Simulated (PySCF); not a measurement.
Identify the unknown among the candidates.

All candidates are C4H5N.

| technique | computed result |
| --- | --- |
| Couplings | largest of the computed one-bond spin–spin couplings (means over like bonds): 13C–1H +173.4, 13C–1H +164.0, 13C–1H +134.0 (×3), 13C–13C +93.0, 13C–13C +80.8, 13C–13C +43.1, 15N–13C -22.9 Hz [B3LYP/pcJ-1, spin–dipole term left out for some pairs] |
| Rotational structure | rotational constants A, B, C: 38.716, 2.338, 2.236 GHz [GFN2-xTB] |
| 1H NMR | chemical shifts (computed TMS as zero) by class: 6.97 (1 H), 5.44 (1 H), 2.09 (3 H) ppm [GIAO PBE0/pcSseg-1] |
| Dipole | 4.75 D [PBE0/pcSseg-1] |
| NMR, other nuclei | isotropic shieldings of nuclei other than C and H, by class: -48 (1 N) ppm [GIAO PBE0/pcSseg-1] |
| 13C NMR | chemical shifts (computed TMS as zero) by class: 161.5 (1 C), 122.2 (1 C), 107.3 (1 C), 23.6 (1 C) ppm [GIAO PBE0/pcSseg-1] |

Electronic properties: PySCF, gas phase, density fitting. Levels stand in brackets. Geometry: GFN2-xTB; no solvent, vibrations or thermal averaging. NMR values are class means; diastereotopic atoms form classes of their own.

Question: Which candidate is it?
A. `[C-]#[N+]CC=C`
B. `C#CCN=C`
C. `C=CC1=NC1`
D. `C/C=C/C#N`

Answer: D. It is `C/C=C/C#N`. Numbering: `[CH3:1]/[CH:2]=[CH:3]/[C:4]#[N:5]`. Its formula, C4H5N, gives 3 degrees of unsaturation: 0 rings and 3 π bonds in the structure found. 4 carbons fall into 4 classes; from least to most shielded: alkene CH carbon [C2] (161.5 ppm), nitrile carbon [C4] (122.2 ppm), alkene CH carbon [C3] (107.3 ppm), allylic carbon [C1] (23.6 ppm). Hydrogen classes from least to most shielded: 1 H on an alkene CH carbon, C2 (6.97 ppm), 1 H on an alkene CH carbon, C3 (5.44 ppm), 3 H on an allylic carbon, C1 (2.09 ppm). The other shieldings belong to: -48 ppm, nitrile nitrogen [N5]. The couplings run between: +173.4 Hz, alkene CH carbon [C3] and its hydrogen; +164.0 Hz, alkene CH carbon [C2] and its hydrogen; +134.0 Hz, allylic carbon [C1] and its hydrogen (with 2 like pairs); +93.0 Hz, alkene CH carbon [C3] and nitrile carbon [C4]; +80.8 Hz, alkene CH carbon [C2] and alkene CH carbon [C3]; +43.1 Hz, allylic carbon [C1] and alkene CH carbon [C2]; -22.9 Hz, nitrile nitrogen [N5] and nitrile carbon [C4]. The optimised geometry has point group Cs and is an asymmetric top.

The others, at the same levels:
- `[C-]#[N+]CC=C` fails: its computed 13C shifts are 183.1 (1 C), 141.5 (1 C), 126.4 (1 C), 45.8 (1 C) ppm, 1H shifts are 6.30 (1 H), 5.60 (1 H), 5.59 (1 H), 4.10 (2 H) ppm and rotational constant A is 19.511 GHz (against 38.716 GHz).
- `C=CC1=NC1` fails: its computed 13C shifts are 173.8 (1 C), 143.1 (1 C), 130.2 (1 C), 19.7 (1 C) ppm, 1H shifts are 7.45 (1 H), 6.72 (1 H), 6.41 (1 H), 1.31 (2 H) ppm and rotational constant A is 16.629 GHz (against 38.716 GHz).
- `C#CCN=C` fails: its computed 13C shifts are 156.2 (1 C), 86.1 (1 C), 80.7 (1 C), 50.1 (1 C) ppm, 1H shifts are 8.05 (1 H), 7.62 (1 H), 4.98 (2 H), 2.05 (1 H) ppm and rotational constant A is 12.364 GHz (against 38.716 GHz).

Each candidate is one conformer, not necessarily the lowest. The conformers computed, where there is a choice (atom-mapped SMILES and torsion angles):
- `[C-:1]#[N+:2][CH2:3][CH:4]=[CH2:5]`: N2–C3–C4–C5 123°
- `[CH2:1]=[CH:2][C:3]1=[N:4][CH2:5]1`: C1–C2–C3–N4 180°
- `[CH:1]#[C:2][CH2:3][N:4]=[CH2:5]`: C2–C3–N4–C5 1°
